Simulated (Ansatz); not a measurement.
# [BH2F2]− (SMILES F[BH2-]F): the energy, rung by rung

[BH2F2]−: 5 atoms, total charge -1, spin state singlet. As SMILES, `F[BH2-]F`. Geometry: relaxed at GFN2-xTB.

```xyz
5

F    -1.1770    0.6245    0.3832
B     0.0335    0.0143   -0.0561
F     0.4076   -0.9473    0.9267
H    -0.1719   -0.5601   -1.1189
H     0.9078    0.8687   -0.1348
```

Each level gives the energy change with the B2–H4 bond stretched from 1.225 to 3.064 Å (eV). The values are calculated.

```
                      level                    kind  program  value (eV)  less FCI/STO-3G  CPU time (all runs)
     HF/STO-3G (restricted)            Hartree–Fock   Ansatz        7.50            +1.94               0.14 s
  SVWN5/STO-3G (restricted)                     LDA   Ansatz        4.89            -0.67                1.2 s
   BLYP/STO-3G (restricted)                     GGA   Ansatz        4.30            -1.26                1.9 s
  BHLYP/STO-3G (restricted)           global hybrid   Ansatz        6.27            +0.71                  2 s
r2SCAN0/STO-3G (restricted)         hybrid meta-GGA   Ansatz        5.78            +0.22                4.7 s
wB97M-V/STO-3G (restricted)  range-separated hybrid   Ansatz        5.84            +0.28                 29 s
 B2PLYP/STO-3G (restricted)           double hybrid   Ansatz        5.47            -0.09                2.7 s
 CCSDTQ/STO-3G (restricted)   coupled cluster or CI   Ansatz        5.56             0.00                 21 s
                 FCI/STO-3G      exact in the basis   Ansatz        5.56             0.00                6.3 s
```

FCI/STO-3G is exact within its basis and frozen core, so for wave-function methods in that basis the difference is their error; functionals converge differently with the basis, so for them it is only a difference. A spin-restricted reference rises too steeply as a bond breaks; here HF/STO-3G, BHLYP/STO-3G lie well above the multireference or unrestricted value. Sets without diffuse functions describe the anion poorly. The first shape isn't each level's own minimum. The values span 4.30 to 7.50 eV. All rows use very small basis sets, so none should be taken for the real molecule's value. In so small a basis fixed costs decide the times, and correlated methods can beat functionals. CPU times are rough (shared hosts, several kinds of processor and program).
